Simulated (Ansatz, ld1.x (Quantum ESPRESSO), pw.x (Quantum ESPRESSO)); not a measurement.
Equation-of-state test of one TM potential (rubidium)

ld1.x (Quantum ESPRESSO) 7.5 input, shortened:

```
&input
   title='Rb', zed=37., rel=1, dft='PBE', iswitch=3,
   config='[Kr] 4d-2 5s1 5p0'
 /
 &inputp
   pseudotype=2, tm=.true., lloc=-2, rcloc=3.00,
   nlcc=.true., new_core_ps=.true., rcore=3.35
 /
3
5S  1  0   1.00   0.00  4.00  4.00  0.0
5P  2  1   0.00   0.00  3.40  3.40  0.0
4D  3  2  -2.00  -0.15  3.75  3.75  0.0
 &test
   configts(1)='5s1 5p0'
 /
```

Atomic tests: cutoffs needed: 6 Ry and 6 Ry (the cutoffs (Ry, on a coarse ladder) from which the occupation-weighted sum of valence levels, in a spherical-Bessel basis at the reference potential, stays within 10 and 1 mRy of its value at 400 Ry); ghost test: no extra level below or beside the all-electron valence levels (s, p, d, f tested) (spherical-Bessel basis up to 400 Ry, 20 bohr box); largest excitation error: -0.6 meV (all-electron minus pseudo) for 5s0 5p1, out of 2 test configurations.

Crystal test: bcc Rb in pw.x 7.5, no spin, 8³ k-points, Fermi–Dirac smearing 0.01 Ry, cutoffs 50/200 Ry. The reference is all-electron LAPW (Ansatz 0.2.0) with the same functional, mesh and smearing; V0 and B0 come from Birch–Murnaghan fits to the pressures at five volumes. Errors are pseudo minus all-electron; Δ is the rms difference of the E(V) curves that follow from these fits, minima aligned, over ±6 % about the mean V0. Mesh and smearing are coarse, so the numbers serve the comparison and aren't converged zero-temperature values; the lattice is a test structure that the element need not adopt.

All-electron: a0 = 5.681 Å (V0 = 91.67 Å³/atom), B0 = 2.7 GPa.

Q: How far does the potential miss the all-electron equation of state?

A: mean pressure error (GPa): -0.05; a0 (Å): 5.645; a0 error (%): -0.63; B0 error (%): +3.2; Δ (meV/atom): 1.0. This is a poor potential for the solid. The logarithmic derivative shows an extra or strongly shifted pseudo pole above the reference energy (s near 0.97 Ry).

```json
{"V (Å³/atom)": "87.211", "P all-electron (GPa)": "0.15", "P pseudo (GPa)": "0.09"}
{"V (Å³/atom)": "89.506", "P all-electron (GPa)": "0.07", "P pseudo (GPa)": "0.01"}
{"V (Å³/atom)": "91.801", "P all-electron (GPa)": "-0.00", "P pseudo (GPa)": "-0.06"}
{"V (Å³/atom)": "94.096", "P all-electron (GPa)": "-0.07", "P pseudo (GPa)": "-0.11"}
{"V (Å³/atom)": "96.391", "P all-electron (GPa)": "-0.12", "P pseudo (GPa)": "-0.17"}
```

Q: At the middle volume, how do free energy and pressure move when the wave cutoff is lowered (ecutrho kept at four times it)?

A:

| cutoff (Ry) | shift of F (meV/atom) | shift of P (GPa) |
| --- | --- | --- |
| 22 | +1.1 | -0.01 |
| 30 | +0.3 | +0.00 |
| 40 | +0.0 | +0.00 |

The run at the middle volume (29 k-points, 6 iterations) took about 12 s on one core of a shared host (Neoverse-V2, 32 threads, 247 GiB, load 16).
